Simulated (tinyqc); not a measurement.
Inside a calculation. Method: MP2 on RHF in the sto-3g basis, frozen core, for BH2+, spin multiplicity 1. One step of it, computed by the program tinyqc.

Task: Second-order Moller-Plesset energy. E2 = sum_ijab (ia|jb) [2 (ia|jb) - (ib|ja)] / (e_i + e_j - e_a - e_b) over occupied i, j and virtual a, b; the opposite-spin part is (ia|jb)^2 / denominator, the rest is same-spin, and SCS-MP2 scales them by 6/5 and 1/3.

orbital energies (hartree): MO1 -7.925106, MO2 -0.945397, MO3 -0.793619, MO4 -0.233432, MO5 -0.156268, MO6 0.187492, MO7 0.248097

Two-electron integrals over orbitals (pq|rs), unique and non-zero (hartree); the lowest 1 orbital is frozen and left out:
```
(22|22) 0.467180    (32|32) 0.137270    (33|22) 0.455228    (33|33) 0.470992
(42|22) 0.017261    (42|33) 0.017066    (42|42) 0.071406    (43|32) 0.026607
(43|43) 0.033674    (44|22) 0.436287    (44|33) 0.418653    (44|42) -0.075333
(44|44) 0.565145    (52|52) 0.075162    (53|53) 0.018312    (54|52) -0.033733
(54|54) 0.043078    (55|22) 0.468956    (55|33) 0.430493    (55|42) -0.043762
(55|44) 0.501667    (55|55) 0.586773    (62|22) 0.054203    (62|33) 0.014668
(62|42) -0.004940   (62|44) 0.053051    (62|55) 0.100600    (62|62) 0.087406
(63|32) -0.063833   (63|43) -0.029506   (63|63) 0.074803    (64|22) 0.024718
(64|33) 0.001570    (64|42) -0.011559   (64|44) 0.050337    (64|55) 0.047208
(64|62) 0.049153    (64|64) 0.037145    (65|52) 0.048475    (65|54) -0.010678
(65|65) 0.039733    (66|22) 0.471747    (66|33) 0.461740    (66|42) 0.053326
(66|44) 0.406292    (66|55) 0.443523    (66|62) 0.039868    (66|64) 0.014509
(66|66) 0.521566    (72|32) -0.013203   (72|43) -0.033825   (72|63) 0.049968
(72|72) 0.054213    (73|22) 0.041184    (73|33) 0.023153    (73|42) -0.056664
(73|44) 0.099126    (73|55) 0.109317    (73|62) 0.069963    (73|64) 0.045122
(73|66) -0.004937   (73|73) 0.111211    (74|32) -0.072199   (74|43) 0.000459
(74|63) 0.042346    (74|72) 0.004698    (74|74) 0.058461    (75|53) 0.016424
(75|75) 0.018227    (76|32) 0.112383    (76|43) 0.040905    (76|63) -0.077505
(76|72) -0.040875   (76|74) -0.058808   (76|76) 0.120764    (77|22) 0.455761
(77|33) 0.471110    (77|42) -0.000979   (77|44) 0.450791    (77|55) 0.450953
(77|62) 0.014221    (77|64) 0.001965    (77|66) 0.469986    (77|73) 0.034023
(77|77) 0.497482
```

Hartree-Fock energy = -25.10695369 hartree

Give: Terms; Pair energies; MP2 correlation energy; SCS-MP2 correlation energy; MP2 total energy.

Result:

Terms:
```
i  j  a  b    (ia|jb)    (ib|ja)  denominator       term
3  3  7  7      0.111      0.111       -2.083     -0.006
2  2  4  4      0.071      0.071       -1.424  -3.58e-03
2  2  5  5      0.075      0.075       -1.578  -3.58e-03
2  2  6  6      0.087      0.087       -2.266  -3.37e-03
3  2  7  6      0.070      0.050       -2.175  -2.89e-03
2  3  6  7      0.070      0.050       -2.175  -2.89e-03
3  3  6  6      0.075      0.075       -1.962  -2.85e-03
3  2  7  4     -0.057     -0.034       -1.754  -2.57e-03
2  3  4  7     -0.057     -0.034       -1.754  -2.57e-03
2  2  7  7      0.054      0.054       -2.387  -1.23e-03
3  3  4  4      0.034      0.034       -1.120  -1.01e-03
2  3  7  6      0.050      0.070       -2.175  -6.89e-04
3  2  6  7      0.050      0.070       -2.175  -6.89e-04
3  3  4  6     -0.030     -0.030       -1.541  -5.65e-04
3  3  6  4     -0.030     -0.030       -1.541  -5.65e-04
3  3  5  5      0.018      0.018       -1.275  -2.63e-04
2  3  7  4     -0.034     -0.057       -1.754  -2.12e-04
3  2  4  7     -0.034     -0.057       -1.754  -2.12e-04
2  2  6  4  -4.94e-03  -4.94e-03       -1.845  -1.32e-05
2  2  4  6  -4.94e-03  -4.94e-03       -1.845  -1.32e-05
```

Pair energies (hartree; pair i-j sums ij and ji):
```
pair  opposite spin  same spin
2-2          -0.012          0
3-2          -0.012  -9.63e-04
3-3          -0.011          0
```

MP2 correlation energy = -0.03571 hartree

SCS-MP2 correlation energy = -0.04202 hartree

MP2 total energy = -25.14266 hartree
